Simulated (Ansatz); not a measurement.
A calculation with Ansatz (development build ahead of 0.2.0).

```yaml
crystal:
  periodic: [false, false, false]
  atoms:
    - { symbol: "N", position_ang: [0.55, 0.0, 2.8] }
    - { symbol: "N", position_ang: [-0.55, 0.0, 2.8] }
    - { symbol: H, position_ang: [0.37, 0.0, 0.0] }
    - { symbol: H, position_ang: [-0.37, 0.0, 0.0] }
basis:
  gaussian: { orbitals: def2-SVP }
hamiltonian:
  xc: hf
```

The input is written out in the form of the current development build from the run's settings.

Results

```
Converged                       : yes
Total energy                    : -109.97833 hartree
Spin squared of the determinant : 0.000
```
